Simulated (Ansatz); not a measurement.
`C#CN` and `BC#C` differ in one atom or group.

Ansatz, PBE0-D4/def2-TZVP geometries, multiplicity 1. Each molecule was computed in one conformer, which needn't be the lowest.

```json
{"property": "HOMO–LUMO gap (PBE/def2-TZVPP) / eV", "`C#CN`": "5.24"}
{"property": "LUMO energy (B3LYP/def2-TZVPP) / eV", "`C#CN`": "0.42"}
{"property": "HOMO–LUMO gap (B3LYP/def2-TZVPP) / eV", "`C#CN`": "6.72"}
{"property": "vertical ionisation energy (CCSD(T)/CBS(def2)) / eV", "`C#CN`": "9.31"}
{"property": "size of the dipole moment (PBE/def2-TZVPP) / D", "`C#CN`": "1.90"}
{"property": "HOMO energy (PBE0/def2-TZVPP) / eV", "`C#CN`": "-6.53"}
```

Task: What does the change do to each property? (An estimate is asked.)

Result: Ansatz gave: 
```json
{"property": "HOMO–LUMO gap (PBE/def2-TZVPP) / eV", "`BC#C`": "3.50", "shift": "-1.74"}
{"property": "LUMO energy (B3LYP/def2-TZVPP) / eV", "`BC#C`": "-2.60", "shift": "-3.02"}
{"property": "HOMO–LUMO gap (B3LYP/def2-TZVPP) / eV", "`BC#C`": "5.27", "shift": "-1.45"}
{"property": "vertical ionisation energy (CCSD(T)/CBS(def2)) / eV", "`BC#C`": "10.90", "shift": "1.59"}
{"property": "size of the dipole moment (PBE/def2-TZVPP) / D", "`BC#C`": "1.06", "shift": "-0.84"}
{"property": "HOMO energy (PBE0/def2-TZVPP) / eV", "`BC#C`": "-8.09", "shift": "-1.56"}
```

With PBE0 the HOMO falls by 1.56 eV and the LUMO falls by 3.21 eV, so the gap narrows by about 1.65 eV. PBE moves the HOMO by -1.60 eV and ωB97M-V by -1.55 eV. Dipoles are sizes alone; their direction can turn.

B3LYP here is the variant with VWN-RPA as its local correlation; programs differ in this.
